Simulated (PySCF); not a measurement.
**BH at HSE06**

Computed with HSE06; basis B cc-pVTZ, H cc-pVTZ; no relativity; PySCF 2.14.

```
state                                          : ¹Σ⁺ (singlet), closed shell
bond length                                    : 1.240 Å
harmonic wavenumber                            : 2329 cm⁻¹
force constant                                 : 2.95 mdyn/Å
rotational constant Be                         : 11.87 cm⁻¹
anharmonicity ωexe                             : 46.6 cm⁻¹
vibration–rotation constant αe                 : 0.399 cm⁻¹
well depth De to B + H                         : 3.48 eV
dissociation energy D0                         : 3.34 eV
HOMO–LUMO gap                                  : 3.56 eV
bond order (Mayer)                             : 0.91
dipole moment (positive dipole means B(−)H(+)) : 1.54 D
```
